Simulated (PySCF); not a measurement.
## Shieldings and the share of exact exchange

Molecule: `InChI=1S/C6H10/c1-5-6(2,3)4/h1H,2-4H3`.

Geometry:
```
atom   x (Å)   y (Å)   z (Å)
  C1   0.422   2.384   1.046
  C2   0.227   1.289   0.566
  C3  -0.007  -0.040  -0.017
  C4  -1.332  -0.599   0.522
  C5  -0.080   0.088  -1.546
  C6   1.150  -0.971   0.374
  H7   0.595   3.355   1.471
  H8  -1.303  -0.693   1.618
  H9  -1.522  -1.596   0.094
 H10  -2.173   0.058   0.258
 H11  -0.255  -0.901  -1.998
 H12   0.857   0.494  -1.952
 H13  -0.901   0.756  -1.846
 H14   1.224  -1.068   1.467
 H15   2.109  -0.586  -0.002
 H16   0.987  -1.973  -0.054
```

GIAO shieldings (ppm, equivalent atoms averaged) in PySCF 2.14 on the PBE0-D3(BJ)/def2-SVP geometry, basis pcSseg-1, gas phase, non-relativistic:

| functional | exact exchange (%) | σ(C2) | σ(C3) |
| --- | --- | --- | --- |
| BLYP | 0 | 81.5 | 144.0 |
| BP86 | 0 | 85.0 | 149.2 |
| PBE | 0 | 85.3 | 149.8 |
| PBE0 | 25 | 88.6 | 156.9 |
| mPW1PW91 | 25 | 88.3 | 156.1 |
| BHandHLYP | 50 | 88.7 | 158.0 |
| HF | 100 | 97.6 | 170.2 |

(1) Fit each shielding as a line in the percentage of exact exchange.

(2) What does the line predict for B3LYP (20 %), and what does the run give?

Answers

(1) σ(C2) = 84.1 + 0.13 x (rms 1.5 ppm); σ(C3) = 148.6 + 0.22 x (rms 2.3 ppm). The functionals also differ in their semilocal parts, which the line can't hold; Hartree–Fock has no correlation at all.

(2) σ(C2): 86.7 predicted, 84.2 computed; σ(C3): 153.0 predicted, 150.2 computed ppm.
